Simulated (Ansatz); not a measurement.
# C4H6: the cost of one run

The runs use Ansatz 0.2.0, Gaussian basis; cc-pVTZ, core rule «outside noble gas», up to 4 orbitals frozen.

To be run: UHF; CCSD(T) on RHF; BCCD(T) on RHF.

18 further runs of the same task are left out: 2 that didn't finish, 16 set aside as unsound or not needed.

**1. The system**

The geometry is an MP2(full)/6-31G* stationary point (not a proven minimum).

10 atoms, charge 0, spin multiplicity 1.

Atoms are counted from 1 here; the program's logs count them from 0.

Bond lengths: C1–C2 1.462 Å, C1–H5 1.094 Å, C1–H6 1.094 Å, C1–H7 1.094 Å, C2–C3 1.220 Å, C3–C4 1.462 Å, C4–H8 1.094 Å, C4–H9 1.094 Å, C4–H10 1.094 Å. Angles: C2–C1–H5 111.0°, C2–C1–H6 111.0°, C2–C1–H7 111.0°, H5–C1–H6 107.9°, H5–C1–H7 107.9°, H6–C1–H7 107.9°, C1–C2–C3 180.0°, C2–C3–C4 180.0°, C3–C4–H8 111.0°, C3–C4–H9 111.0°, C3–C4–H10 111.0°, H8–C4–H9 107.9°, H8–C4–H10 107.9°, H9–C4–H10 107.9°.

**2. UHF**

in.yaml reads:

```yaml
crystal:
  periodic: [false, false, false]
  atoms:
    - {symbol: C, position_ang: [0.000000, 0.000000, 2.071955]}
    - {symbol: C, position_ang: [0.000000, 0.000000, 0.609970]}
    - {symbol: C, position_ang: [0.000000, 0.000000, -0.609970]}
    - {symbol: C, position_ang: [0.000000, 0.000000, -2.071955]}
    - {symbol: H, position_ang: [0.000000, 1.020696, 2.464562]}
    - {symbol: H, position_ang: [-0.883949, -0.510348, 2.464562]}
    - {symbol: H, position_ang: [0.883949, -0.510348, 2.464562]}
    - {symbol: H, position_ang: [0.000000, 1.020696, -2.464562]}
    - {symbol: H, position_ang: [0.883949, -0.510348, -2.464562]}
    - {symbol: H, position_ang: [-0.883949, -0.510348, -2.464562]}
basis:
  gaussian: {orbitals: cc-pVTZ}
magnetization: {spin_polarized: true, initial_magnetization: 0}
hamiltonian: {xc: hf}
output: {orbitals: {seedname: orbitals}}
```

Launch:

```console
ansatz run in.yaml --threads 1 --pin off --events-out ev --progress --plain --max-ram 4096MiB --backend cpu
```

**Question.** How long does this run take on 1 thread of AMD EPYC 7R13, shared host, and how much memory does it need?

About 10 s, with a peak of 0.56 GiB.
